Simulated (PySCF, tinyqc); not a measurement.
Coupled-perturbed Hartree-Fock on RHF in the sto-3g basis, for CH2, spin multiplicity 1, step by step. The lowest restricted solution is unstable here: a spin-polarised one lies 0.0335 hartree lower (PySCF). One step of it, computed by the program tinyqc.

Task: Integrals over molecular orbitals. (pq|rs) = sum C_ip C_jq C_kr C_ls (ij|kl), one index at a time.

coefficients C, order 1C 1s, 1C 2s, 1C 2px, 1C 2py, 1C 2pz, 2H 1s, 3H 1s:
```
[[0.993101, -0.217484, 0.000000, 0.130244, 0.000000, -0.171860, 0.000000],
 [0.029959, 0.672039, 0.000000, -0.596280, 0.000000, 1.053420, 0.000000],
 [0.000000, 0.000000, 0.000000, 0.000000, 1.000000, 0.000000, 0.000000],
 [0.000000, 0.000000, 0.525211, 0.000000, 0.000000, 0.000000, 1.114153],
 [0.005980, 0.159746, 0.000000, 0.788420, 0.000000, 0.760949, 0.000000],
 [-0.007063, 0.272572, 0.458010, 0.220458, 0.000000, -0.874409, -0.824952],
 [-0.007063, 0.272572, -0.458010, 0.220458, 0.000000, -0.874409, 0.824952]]
```

core Hamiltonian H = T + V (hartree), order 1C 1s, 1C 2s, 1C 2px, 1C 2py, 1C 2pz, 2H 1s, 3H 1s:
```
[[-18.707328, -4.512997, 0.000000, 0.000000, -0.017744, -1.067751, -1.067751],
 [-4.512997, -5.639901, 0.000000, 0.000000, -0.183839, -2.368064, -2.368064],
 [0.000000, 0.000000, -4.511979, 0.000000, 0.000000, 0.000000, 0.000000],
 [0.000000, 0.000000, 0.000000, -4.680121, 0.000000, -1.628399, 1.628399],
 [-0.017744, -0.183839, 0.000000, 0.000000, -4.585751, -1.123922, -1.123922],
 [-1.067751, -2.368064, 0.000000, -1.628399, -1.123922, -3.532546, -0.706129],
 [-1.067751, -2.368064, 0.000000, 1.628399, -1.123922, -0.706129, -3.532546]]
```

Two-electron integrals (ij|kl) in chemists' order, unique and non-zero (hartree):
```
(11|11) 3.541948    (21|11) 0.576921    (21|21) 0.111888    (22|11) 0.854682
(22|21) 0.205284    (22|22) 0.624709    (31|31) 0.020296    (32|31) 0.030858
(32|32) 0.137996    (33|11) 0.852436    (33|21) 0.205335    (33|22) 0.624568
(33|33) 0.672833    (41|41) 0.020296    (42|41) 0.030858    (42|42) 0.137996
(43|43) 0.036269    (44|11) 0.852436    (44|21) 0.205335    (44|22) 0.624568
(44|33) 0.600295    (44|44) 0.672833    (51|51) 0.020296    (52|51) 0.030858
(52|52) 0.137996    (53|53) 0.036269    (54|54) 0.036269    (55|11) 0.852436
(55|21) 0.205335    (55|22) 0.624568    (55|33) 0.600295    (55|44) 0.600295
(55|55) 0.672833    (61|11) 0.136145    (61|21) 0.026238    (61|22) 0.048025
(61|33) 0.047860    (61|41) 0.001344    (61|42) 0.002494    (61|44) 0.048215
(61|51) 0.000890    (61|52) 0.001652    (61|54) 0.000236    (61|55) 0.048016
(61|61) 0.006293    (62|11) 0.317785    (62|21) 0.077304    (62|22) 0.257791
(62|33) 0.251695    (62|41) 0.006138    (62|42) 0.041782    (62|44) 0.264241
(62|51) 0.004066    (62|52) 0.027676    (62|54) 0.008310    (62|55) 0.257200
(62|61) 0.018900    (62|62) 0.137941    (63|31) 0.007971    (63|32) 0.041687
(63|43) 0.008238    (63|53) 0.005457    (63|63) 0.017242    (64|11) 0.222889
(64|21) 0.054934    (64|22) 0.194252    (64|33) 0.184432    (64|41) 0.011784
(64|42) 0.070997    (64|44) 0.209789    (64|51) 0.002526    (64|52) 0.019414
(64|54) 0.011339    (64|55) 0.188328    (64|61) 0.014082    (64|62) 0.123531
(64|64) 0.125869    (65|11) 0.147637    (65|21) 0.036387    (65|22) 0.128668
(65|33) 0.122164    (65|41) 0.002526    (65|42) 0.019414    (65|44) 0.128046
(65|51) 0.009644    (65|52) 0.054547    (65|54) 0.012135    (65|55) 0.135659
(65|61) 0.009327    (65|62) 0.081825    (65|64) 0.071952    (65|65) 0.064902
(66|11) 0.463128    (66|21) 0.114597    (66|22) 0.433514    (66|33) 0.410399
(66|41) 0.011687    (66|42) 0.105892    (66|44) 0.458248    (66|51) 0.007741
(66|52) 0.070140    (66|54) 0.031694    (66|55) 0.431393    (66|61) 0.028459
(66|62) 0.290204    (66|64) 0.287419    (66|65) 0.190380    (66|66) 0.774606
(71|11) 0.136145    (71|21) 0.026238    (71|22) 0.048025    (71|33) 0.047860
(71|41) -0.001344   (71|42) -0.002494   (71|44) 0.048215    (71|51) 0.000890
(71|52) 0.001652    (71|54) -0.000236   (71|55) 0.048016    (71|61) 0.006101
(71|62) 0.017789    (71|64) 0.012021    (71|65) 0.008789    (71|66) 0.026237
(71|71) 0.006293    (72|11) 0.317785    (72|21) 0.077304    (72|22) 0.257791
(72|33) 0.251695    (72|41) -0.006138   (72|42) -0.041782   (72|44) 0.264241
(72|51) 0.004066    (72|52) 0.027676    (72|54) -0.008310   (72|55) 0.257200
(72|61) 0.017789    (72|62) 0.100808    (72|64) 0.064477    (72|65) 0.058195
(72|66) 0.167268    (72|71) 0.018900    (72|72) 0.137941    (73|31) 0.007971
(73|32) 0.041687    (73|43) -0.008238   (73|53) 0.005457    (73|63) 0.011849
(73|73) 0.017242    (74|11) -0.222889   (74|21) -0.054934   (74|22) -0.194252
(74|33) -0.184432   (74|41) 0.011784    (74|42) 0.070997    (74|44) -0.209789
(74|51) -0.002526   (74|52) -0.019414   (74|54) 0.011339    (74|55) -0.188328
(74|61) -0.012021   (74|62) -0.064477   (74|64) -0.030488   (74|65) -0.036461
(74|66) -0.098032   (74|71) -0.014082   (74|72) -0.123531   (74|74) 0.125869
(75|11) 0.147637    (75|21) 0.036387    (75|22) 0.128668    (75|33) 0.122164
(75|41) -0.002526   (75|42) -0.019414   (75|44) 0.128046    (75|51) 0.009644
(75|52) 0.054547    (75|54) -0.012135   (75|55) 0.135659    (75|61) 0.008789
(75|62) 0.058195    (75|64) 0.036461    (75|65) 0.044757    (75|66) 0.102739
(75|71) 0.009327    (75|72) 0.081825    (75|74) -0.071952   (75|75) 0.064902
(76|11) 0.087552    (76|21) 0.021386    (76|22) 0.074184    (76|33) 0.072116
(76|44) 0.074275    (76|51) 0.001845    (76|52) 0.013487    (76|55) 0.076090
(76|61) 0.005115    (76|62) 0.036133    (76|64) 0.027999    (76|65) 0.023534
(76|66) 0.071787    (76|71) 0.005115    (76|72) 0.036133    (76|74) -0.027999
(76|75) 0.023534    (76|76) 0.011547    (77|11) 0.463128    (77|21) 0.114597
(77|22) 0.433514    (77|33) 0.410399    (77|41) -0.011687   (77|42) -0.105892
(77|44) 0.458248    (77|51) 0.007741    (77|52) 0.070140    (77|54) -0.031694
(77|55) 0.431393    (77|61) 0.026237    (77|62) 0.167268    (77|64) 0.098032
(77|65) 0.102739    (77|66) 0.282022    (77|71) 0.028459    (77|72) 0.290204
(77|74) -0.287419   (77|75) 0.190380    (77|76) 0.071787    (77|77) 0.774606
```

Give: one-electron integrals over orbitals h = C^T H C; Two-electron integrals over orbitals.

Result:

one-electron integrals over orbitals h = C^T H C (hartree):
```
[[-18.692, 0.353, 0.000, -0.197, 0.000, 0.260, 0.000],
 [0.353, -4.576, 0.000, 0.178, 0.000, -0.830, 0.000],
 [0.000, 0.000, -4.044, 0.000, 0.000, 0.000, -0.854],
 [-0.197, 0.178, 0.000, -4.374, 0.000, -0.379, 0.000],
 [0.000, 0.000, 0.000, 0.000, -4.512, 0.000, 0.000],
 [0.260, -0.830, 0.000, -0.379, 0.000, -3.530, 0.000],
 [0.000, 0.000, -0.854, 0.000, 0.000, 0.000, -3.670]]
```

Two-electron integrals over orbitals (pq|rs), unique and non-zero (hartree):
```
(11|11) 3.507       (21|11) -0.289      (21|21) 0.038       (22|11) 0.714
(22|21) -0.007      (22|22) 0.551       (31|31) 0.008       (32|31) 0.013
(32|32) 0.145       (33|11) 0.607       (33|21) -2.29e-03   (33|22) 0.517
(33|33) 0.527       (41|11) 0.170       (41|21) -0.019      (41|22) 0.016
(41|33) 0.007       (41|41) 0.027       (42|11) -0.082      (42|21) 0.008
(42|22) 0.029       (42|33) 0.022       (42|41) 0.013       (42|42) 0.073
(43|31) -2.78e-03   (43|32) 0.021       (43|43) 0.032       (44|11) 0.808
(44|21) -0.014      (44|22) 0.496       (44|33) 0.466       (44|41) -0.012
(44|42) -0.083      (44|44) 0.669       (51|51) 0.022       (52|51) 0.023
(52|52) 0.089       (53|53) 0.020       (54|51) -0.014      (54|52) -0.040
(54|54) 0.053       (55|11) 0.852       (55|21) -0.009      (55|22) 0.544
(55|33) 0.485       (55|41) 4.91e-03    (55|42) -0.044      (55|44) 0.583
(55|55) 0.673       (61|11) -0.225      (61|21) 0.032       (61|22) 1.38e-03
(61|33) 1.07e-03    (61|41) -0.006      (61|42) 0.015       (61|44) -0.020
(61|55) -0.006      (61|61) 0.034       (62|11) 0.247       (62|21) -0.005
(62|22) 0.083       (62|33) 0.028       (62|41) 0.015       (62|42) -5.48e-04
(62|44) 0.076       (62|55) 0.125       (62|61) 2.52e-03    (62|62) 0.098
(63|31) 1.45e-03    (63|32) -0.068      (63|43) -0.028      (63|63) 0.082
(64|11) 0.105       (64|21) 1.29e-05    (64|22) 0.032       (64|33) 0.005
(64|41) 2.86e-03    (64|42) -0.008      (64|44) 0.060       (64|55) 0.049
(64|61) 1.88e-03    (64|62) 0.047       (64|64) 0.033       (65|51) 0.017
(65|52) 0.056       (65|54) -0.014      (65|65) 0.045       (66|11) 0.698
(66|21) -0.006      (66|22) 0.541       (66|33) 0.516       (66|41) 0.022
(66|42) 0.056       (66|44) 0.456       (66|55) 0.506       (66|61) 0.007
(66|62) 0.062       (66|64) 0.021       (66|66) 0.576       (71|31) 0.013
(71|32) 0.020       (71|43) -4.99e-03   (71|63) 2.13e-03    (71|71) 0.022
(72|31) 0.009       (72|32) -2.98e-03   (72|43) -0.032      (72|63) 0.047
(72|71) 0.014       (72|72) 0.053       (73|11) 0.249       (73|21) -0.006
(73|22) 0.051       (73|33) 0.027       (73|41) -1.06e-03   (73|42) -0.058
(73|44) 0.123       (73|55) 0.124       (73|61) -0.007      (73|62) 0.074
(73|64) 0.042       (73|66) 4.10e-03    (73|73) 0.118       (74|31) -0.009
(74|32) -0.072      (74|43) 0.010       (74|63) 0.038       (74|71) -0.015
(74|72) -0.009      (74|74) 0.063       (75|53) 0.018       (75|75) 0.022
(76|31) 0.009       (76|32) 0.112       (76|43) 0.033       (76|63) -0.076
(76|71) 0.013       (76|72) -0.028      (76|74) -0.052      (76|76) 0.112
(77|11) 0.749       (77|21) -0.009      (77|22) 0.520       (77|33) 0.524
(77|41) 3.92e-03    (77|42) -0.010      (77|44) 0.527       (77|55) 0.528
(77|61) -0.007      (77|62) 0.044       (77|64) 0.015       (77|66) 0.519
(77|73) 0.063       (77|77) 0.562
```
